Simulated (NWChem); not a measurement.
The numbers come from NWChem runs, not from measurements. System: hydrogen isocyanide (CHN), charge 0, spin multiplicity 1, optimised in this run. Level: PBE/def2-SVP.

Input file:

```
start mol
memory heap 200 mb stack 800 mb global 1000 mb
geometry units angstroms
  C      0.000000     0.000000     0.733221
  N      0.000000     0.000000    -0.425220
  H      0.000000     0.000000    -1.422786
  symmetry group C2v
end
basis spherical
  * library def2-svp
end
dft
  xc xpbe96 cpbe96
  semidirect memsize 60000000 filesize 0
  iterations 100
end
driver
  maxiter 80
end
task dft optimize
task dft freq
```

NWChem printed:

```
             Northwest Computational Chemistry Package (NWChem) 7.3.0
             --------------------------------------------------------

                                NWChem Input Module
                                -------------------

 Scaling coordinates for geometry "geometry" by  1.889725989
 (inverse scale =  0.529177249)

 Turning off AUTOSYM since
 SYMMETRY directive was detected!

          ------
          auto-z
          ------
  autoz: insufficient variables                     2                    3
     1 autoz failed with cvr_scaling = 1.2 changing to 1.3
  autoz: insufficient variables                     2                    3
     2 autoz failed with cvr_scaling = 1.3 changing to 1.4
  autoz: insufficient variables                     2                    3
     3 autoz failed with cvr_scaling = 1.4 changing to 1.5
  autoz: insufficient variables                     2                    3
     4 autoz failed with cvr_scaling = 1.5 changing to 1.6
  autoz: insufficient variables                     2                    3
     5 autoz failed with cvr_scaling = 1.6 changing to 1.7
  autoz: insufficient variables                     2                    3

 AUTOZ failed to generate good internal coordinates.
 Cartesian coordinates will be used in optimizations.

                             Geometry "geometry" -> ""
                             -------------------------

 Output coordinates in angstroms (scale by  1.889725989 to convert to a.u.)

  No.       Tag          Charge          X              Y              Z
 ---- ---------------- ---------- -------------- -------------- --------------
    1 C                    6.0000     0.00000000     0.00000000     0.73322100
    2 N                    7.0000     0.00000000     0.00000000    -0.42522000
    3 H                    1.0000     0.00000000     0.00000000    -1.42278600

 Effective nuclear repulsion energy (a.u.)      24.3715888058

            Nuclear Dipole moment (a.u.)
            ----------------------------
        X                 Y               Z
 ---------------- ---------------- ----------------
     0.0000000000     0.0000000000     0.0000000000

      Symmetry information
      --------------------

 Group name             C2v
 Group number             16
 Group order               4
 No. of unique centers     3

      Symmetry unique atoms

     1    2    3


 Summary of "ao basis" -> "" (spherical)
 ------------------------------------------------------------------------------
       Tag                 Description            Shells   Functions and Types
 ---------------- ------------------------------  ------  ---------------------
 *                          def2-svp                  on all atoms

  pbe96 is a nonlocal functional; adding pw91lda local functional.

                           NWChem Geometry Optimization
                           ----------------------------

 maximum gradient threshold         (gmax) =   0.000450
 rms gradient threshold             (grms) =   0.000300
 maximum cartesian step threshold   (xmax) =   0.001800
 rms cartesian step threshold       (xrms) =   0.001200
 fixed trust radius                (trust) =   0.300000
 maximum step size to saddle      (sadstp) =   0.100000
 energy precision                  (eprec) =   5.0D-06
 maximum number of steps          (nptopt) =   80
 initial hessian option           (inhess) =    0
 line search option               (linopt) =    1
 hessian update option            (modupd) =    1
[...]
    3        5.162 ||      -0.001               0.001             0.000
    4        5.979 ||       0.591               0.722             0.000
    5        5.979 ||      -0.722               0.591             0.000
    6      535.385 ||       1.174               1.278             0.000
    7      535.385 ||      -1.278               1.174            -0.000
    8     2060.518 ||      -0.000               0.000            -1.047
    9     3709.082 ||      -0.000               0.000             2.227
 ----------------------------------------------------------------------------

 ----------------------------------------------------------------------------
 Normal Eigenvalue ||                 Infra Red Intensities
  Mode   [cm**-1]  || [atomic units] [(debye/angs)**2] [(KM/mol)] [arbitrary]
 ------ ---------- || -------------- ----------------- ---------- -----------
    1       -2.043 ||    0.000028           0.001         0.028       0.004
    2       -2.042 ||    0.000028           0.001         0.027       0.004
    3        5.162 ||    0.000000           0.000         0.000       0.000
    4        5.979 ||    0.037718           0.870        36.769       5.667
    5        5.979 ||    0.037718           0.870        36.769       5.667
    6      535.385 ||    0.130454           3.010       127.173      19.601
    7      535.385 ||    0.130454           3.010       127.173      19.601
    8     2060.518 ||    0.047535           1.097        46.340       7.142
    9     3709.082 ||    0.215058           4.962       209.649      32.313
 ----------------------------------------------------------------------------

        Vibrational analysis via the FX method
  --- with translations and rotations projected out ---
  --- via the Eckart algorithm                      ---
 Dependent rotation vector no.                    3
  found in ECKART; assuming linear geometry
 Projected Nuclear Hessian trans-rot subspace norm:2.7742D-32
                         (should be close to zero!)

          --------------------------------------------------------
          MASS-WEIGHTED PROJECTED HESSIAN (Hartree/Bohr/Bohr/Kamu)
          --------------------------------------------------------

               1            2            3            4            5            6            7            8            9
   ----- ----- ----- ----- -----
    1    5.08855D-01
    2   -8.41498D-09  5.08855D-01
    3   -3.28273D-08  3.69262D-08  9.13186D+01
    4   -1.02199D+00  1.69008D-08  6.59309D-08  2.05258D+00
    5    1.69008D-08 -1.02199D+00 -7.41630D-08 -3.39437D-08  2.05258D+00
    6    1.07353D-06 -1.03657D-06 -8.58231D+01 -2.15610D-06  2.08185D-06  1.14837D+02
    7    2.05362D+00 -3.39608D-08 -1.32483D-07 -4.12452D+00  6.82074D-08  4.33252D-06  8.28791D+00
    8   -3.39608D-08  2.05362D+00  1.49025D-07  6.82074D-08 -4.12452D+00 -4.18333D-06 -1.37058D-07  8.28791D+00
    9   -3.88833D-06  3.73639D-06  4.79996D+00  7.80938D-06 -7.50423D-06 -1.31913D+02 -1.56924D-05  1.50792D-05  4.75145D+02

 center of mass
 --------------
 x =   0.00000000 y =   0.00000000 z =   0.11241631

 moments of inertia (a.u.)
 ------------------
          40.781191862526           0.000000000000           0.000000000000
           0.000000000000          40.781191862526           0.000000000000
           0.000000000000           0.000000000000           0.000000000000

 Rotational Constants
 --------------------
 A=   0.000000 cm-1  (  0.000000 K)
 B=   1.476175 cm-1  (  2.123839 K)
 C=   1.476175 cm-1  (  2.123839 K)

 Temperature                      =   298.15K
 frequency scaling parameter      =   1.0000

 Linear Molecule

 Zero-Point correction to Energy  =    9.774 kcal/mol  (  0.015576 au)
 Thermal correction to Energy     =   11.505 kcal/mol  (  0.018334 au)
 Thermal correction to Enthalpy   =   12.097 kcal/mol  (  0.019278 au)

 Total Entropy                    =   48.759 cal/mol-K
   - Translational                =   35.800 cal/mol-K (mol. weight =  27.0109)
   - Rotational                   =   11.807 cal/mol-K (symmetry #  =        1)
   - Vibrational                  =    1.151 cal/mol-K

 Cv (constant volume heat capacity) =    7.317 cal/mol-K
   - Translational                  =    2.979 cal/mol-K
   - Rotational                     =    1.986 cal/mol-K
   - Vibrational                    =    2.352 cal/mol-K


 ----------------------------------------------------------------------------
 Normal Eigenvalue ||    Projected Derivative Dipole Moments (debye/angs)
  Mode   [cm**-1]  ||      [d/dqX]             [d/dqY]           [d/dqZ]
 ------ ---------- || ------------------ ------------------ -----------------
    1       -0.000 ||       0.000               0.560             0.000
    2        0.000 ||      -0.746              -0.000             0.000
    3        0.000 ||      -0.000              -0.746            -0.000
    4        0.000 ||       0.560               0.000            -0.000
    5        0.000 ||      -0.000               0.000             0.000
    6      535.434 ||       1.045               1.385            -0.000
    7      535.434 ||      -1.385               1.045            -0.000
    8     2060.516 ||      -0.000               0.000            -1.047
    9     3709.095 ||      -0.000               0.000             2.227
 ----------------------------------------------------------------------------

 ----------------------------------------------------------------------------
 Normal Eigenvalue ||           Projected Infra Red Intensities
  Mode   [cm**-1]  || [atomic units] [(debye/angs)**2] [(KM/mol)] [arbitrary]
 ------ ---------- || -------------- ----------------- ---------- -----------
    1       -0.000 ||    0.013611           0.314        13.269       2.045
    2        0.000 ||    0.024134           0.557        23.527       3.626
    3        0.000 ||    0.024134           0.557        23.527       3.626
    4        0.000 ||    0.013611           0.314        13.269       2.045
    5        0.000 ||    0.000000           0.000         0.000       0.000
    6      535.434 ||    0.130455           3.010       127.174      19.601
    7      535.434 ||    0.130455           3.010       127.174      19.601
    8     2060.516 ||    0.047535           1.097        46.340       7.142
    9     3709.095 ||    0.215058           4.962       209.649      32.313
 ----------------------------------------------------------------------------

 Task  times  cpu:        5.6s     wall:        5.6s

 Total times  cpu:        8.1s     wall:        8.1s
```
